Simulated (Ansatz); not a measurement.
# LiAlH2 (SMILES [Li][AlH2]): functionals against CCSD(T) at one geometry

One table from this session's results is given with a row withheld; the runs are named, their logs left out.

Program: Ansatz 0.2.0, Gaussian basis. Level of theory: single points in def2-TZVPP. These are calculated values, not measurements.

Cores are frozen in the correlated methods. The outer core shell of Li, Na, Mg and K is correlated. B3LYP uses VWN-RPA correlation.

### Where the work starts

SMILES `[Li][AlH2]`, 4 atoms, charge 0, spin multiplicity 1.

Atoms are counted from 1 here; the program's logs count them from 0.

Bond lengths: Al2–H3 1.586 Å, Al2–H4 1.747 Å. Angles: H3–Al2–H4 92.6°.

As a file:

| atom | x (Å) | y (Å) | z (Å) |
| --- | --- | --- | --- |
| Li1 | -2.4867 | -0.6165 | 0.1761 |
| Al2 | 0.0558 | 0.0626 | 0.0490 |
| H3 | 1.2710 | -0.5685 | 0.8483 |
| H4 | 1.1046 | 1.1096 | -0.8765 |

The first run:

File run/in.yaml:

```yaml
crystal:
  periodic: [false, false, false]
  atoms:
    - {symbol: Li, position_ang: [-2.486700, -0.616500, 0.176100]}
    - {symbol: Al, position_ang: [0.055800, 0.062600, 0.049000]}
    - {symbol: H, position_ang: [1.271000, -0.568500, 0.848300]}
    - {symbol: H, position_ang: [1.104600, 1.109600, -0.876500]}
basis:
  gaussian: {orbitals: def2-TZVPP}
correlation: {method: ccsd_t}
output: {forces: true}
```

The command line of these runs was not kept.

Among the steps run: CCSD(T)/def2-TZVPP; PBE0-D4/def2-TZVPP; wB97M-V/def2-TZVPP; r2SCAN-D4/def2-TZVPP; PBE-D4/def2-TZVPP; HSE06-D4/def2-TZVPP; B3LYP-D4/def2-TZVPP.

One of the session's tables, all rows but one given; the rest of the session is left out.

```
   method  RMS force component (eV/Å)  angle to CCSD(T) forces (°)  dipole (D)
  CCSD(T)                       0.589                    reference        8.18
  PBE0-D4                       0.571                          2.4        7.84
  wB97M-V                           ?                            ?           ?
r2SCAN-D4                       0.570                          2.7        7.96
   PBE-D4                       0.527                          8.6        7.50
 HSE06-D4                       0.570                          2.7        7.83
 B3LYP-D4                       0.574                          0.4        7.84
```

**Question.** Estimate the row for wB97M-V.

As computed: RMS force component (eV/Å): 0.588; angle to CCSD(T) forces (°): 3.5; dipole (D): 8.02. In the column «RMS force component (eV/Å)» it lies between B3LYP-D4 (0.574) and CCSD(T) (0.589).
